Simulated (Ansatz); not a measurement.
Basis-set extrapolation for C₄H₆O₂ (`C=COC(C)=O`) (PBE0-D4/def2-TZVP geometry, frozen core, Ansatz 0.2.0). Multiplicity 1, RHF reference.

|  | def2-TZVPP | def2-QZVPP |
| --- | --- | --- |
| HF | -304.807831 | -304.821647 |
| MP2 correlation | -1.107288 | -1.186321 |
| CCSD(T) correlation | -1.187495 | not run |

Energies in hartree. Use E(X) = E(∞) + A·exp(−7.88·√X) for Hartree–Fock and E(X) = E(∞) + B·X^(−2.97) for correlation, with X = 3 and 4, and add CCSD(T) minus MP2 of the smaller set to the MP2 limit.

Q: What is the CCSD(T) energy at the basis-set limit?

A: HF limit: -304.821647 + (-0.013816) × 0.13774 = -304.82355. MP2 limit: -1.186321 + (-0.079033) × 0.74074 = -1.24486. Higher-order term: -1.187495 − (-1.107288) = -0.08021. Total: -306.14862 hartree, 96.2 kcal/mol below CCSD(T)/def2-TZVPP.
